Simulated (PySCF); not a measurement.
SiH2, SMILES [SiH2] (connectivity only; charge and spin as stated), neutral, multiplicity 1. Atoms are numbered in the order given.

```xyz
3

Si     0.0000     0.0000     0.1354
H      0.0000    -1.0928    -0.9477
H      0.0000     1.0928    -0.9477
```

The structure is a stationary point at PBE-D3(BJ)/def2-TZVPD. The isomer is the one that the SMILES or the coordinates give; other isomers of the formula were not compared.

Computed with TDDFT-M06-2X/def2-TZVPD in PySCF.

Vertical excitations.  State labels are in the subgroup C2v.

Problem. Estimate the UV-visible absorptions. (An estimate is asked for; the answer gives what the named calculation found.)

Solution. 
```tsv
state	symmetry	energy (eV)	λ (nm)	f	main pairs
S1	B1	2.15	576	0.010	HOMO→LUMO 102 %
S2	A2	4.22	294	0.000	HOMO−1→LUMO 99 %
S3	A1	6.16	201	0.180	HOMO→LUMO+1 97 %
S4	B2	6.69	185	0.227	HOMO→LUMO+2 95 %
S5	A1	7.21	172	0.001	HOMO→LUMO+3 90 %
S6	A2	7.75	160	0.000	HOMO→LUMO+4 98 %
S7	B1	8.05	154	0.170	HOMO→LUMO+6 97 %
S8	A1	8.08	153	0.181	HOMO→LUMO+5 85 %
S9	B2	8.41	147	0.214	HOMO−1→LUMO+1 68 %, HOMO→LUMO+7 28 %
S10	B2	8.65	143	0.028	HOMO→LUMO+7 68 %, HOMO−1→LUMO+1 29 %
T1	B1	1.15	1076	0	HOMO→LUMO 98 %
T2	A2	3.79	327	0	HOMO−1→LUMO 98 %
T3	B2	5.29	235	0	HOMO→LUMO+2 94 %
T4	A1	6.09	204	0	HOMO→LUMO+1 86 %
```
Triplets are in the Tamm–Dancoff approximation, which puts them higher than full response would, so one can lie above its singlet here.
